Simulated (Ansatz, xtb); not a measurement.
# Two isomers of C5H9Cl

Structure I: `CC1(Cl)CCC1`, a singlet. Structure II: `C[C@@H]1CC[C@H]1Cl`, a singlet. Both are isolated molecules in the gas phase, relaxed with PBE0-D3(BJ)/def2-SVP.

I (Å):

```yaml
atoms:
  - { symbol: C, position_ang: [0.6003, -0.6056, 1.9060] }
  - { symbol: C, position_ang: [0.6917, -0.8670, 0.4187] }
  - { symbol: C, position_ang: [-0.5360, -1.5811, -0.1757] }
  - { symbol: C, position_ang: [-1.0605, -0.2023, -0.6236] }
  - { symbol: C, position_ang: [0.3678, 0.3547, -0.4605] }
  - { symbol: Cl, position_ang: [2.2750, -1.6572, 0.0721] }
  - { symbol: H, position_ang: [1.4147, 0.0566, 2.2340] }
  - { symbol: H, position_ang: [0.6657, -1.5474, 2.4700] }
  - { symbol: H, position_ang: [-0.3597, -0.1218, 2.1470] }
  - { symbol: H, position_ang: [-1.1434, -2.1810, 0.5189] }
  - { symbol: H, position_ang: [-0.2471, -2.2061, -1.0317] }
  - { symbol: H, position_ang: [-1.7680, 0.2341, 0.0969] }
  - { symbol: H, position_ang: [-1.5075, -0.1410, -1.6257] }
  - { symbol: H, position_ang: [0.5029, 1.3450, 0.0002] }
  - { symbol: H, position_ang: [0.9310, 0.3172, -1.4029] }
```

II (Å):

| atom | x (Å) | y (Å) | z (Å) |
| --- | --- | --- | --- |
| C | 0.4436 | -1.1163 | 1.0362 |
| C | -0.4672 | 0.0360 | 0.6888 |
| C | -1.9925 | -0.1654 | 0.5394 |
| C | -1.9782 | 0.8685 | -0.6044 |
| C | -0.4849 | 0.5729 | -0.7473 |
| Cl | 0.6246 | 1.9057 | -1.1604 |
| H | 1.4996 | -0.8208 | 0.9358 |
| H | 0.2856 | -1.4545 | 2.0720 |
| H | 0.2671 | -1.9767 | 0.3707 |
| H | -0.2864 | 0.8899 | 1.3630 |
| H | -2.6225 | 0.0469 | 1.4151 |
| H | -2.2282 | -1.1775 | 0.1737 |
| H | -2.1324 | 1.8899 | -0.2267 |
| H | -2.6186 | 0.7072 | -1.4830 |
| H | -0.2949 | -0.2296 | -1.4757 |

**Question.** Estimate which is lower in electronic energy at CCSD(T)/def2-SVP + ΔMP2/def2-TZVPP, and by roughly how much.

**Answer.** CCSD(T)/def2-SVP + ΔMP2/def2-TZVPP gives E(II) − E(I) = +0.038 eV, slightly favouring structure I, which is too small a margin to settle the true order.

The same difference at several levels:

| level | geometry | E(II) − E(I) (eV) | departure from the last row (eV) | job, with rough time for the two |
| --- | --- | --- | --- | --- |
| GFN2-xTB | GFN2-xTB | +0.079 | +0.041 | optimisation, 0.19 s |
| HF/STO-3G | GFN2-xTB | +0.006 | −0.032 | single point, 0.52 s |
| r2SCAN-D4/def2-SVP | GFN2-xTB | +0.060 | +0.023 | single point, 8.4 s |
| PBE0-D3(BJ)/def2-SVP | PBE0-D3(BJ)/def2-SVP | +0.016 | −0.022 | optimisation, 64 s |
| HF/def2-SVP | PBE0-D3(BJ)/def2-SVP | −0.011 | −0.048 | part of the CCSD(T) run |
| MP2/def2-SVP | PBE0-D3(BJ)/def2-SVP | +0.045 | +0.007 | part of the CCSD(T) run |
| CCSD(T)/def2-SVP | PBE0-D3(BJ)/def2-SVP | +0.039 | +0.001 | single point |
| CCSD(T)/def2-SVP + ΔMP2/def2-TZVPP | PBE0-D3(BJ)/def2-SVP | +0.038 |  | single point, 1.9 min |

As drawn, both hold the same kinds of bond in the same numbers.

The largest departure from CCSD(T)/def2-SVP + ΔMP2/def2-TZVPP is that of HF/def2-SVP, 0.048 eV. The last row adds to CCSD(T) the change of the MP2 difference between the two basis sets, here −0.001 eV.

With thermal terms from frequencies at re-optimised GFN2-xTB minima (ideal gas, soft modes damped towards free rotors, one conformer each, 298.15 K, 1 atm): the zero-point term adds +0.006 eV; ΔH is +0.044 and ΔG +0.033 eV.

The correlated steps freeze 10 core orbitals. Mirror images aren't counted in ΔG. Codes used: Ansatz 0.2.0, xtb 6.7.1; the last row on 2 threads of Arm Neoverse V1 on a shared host.
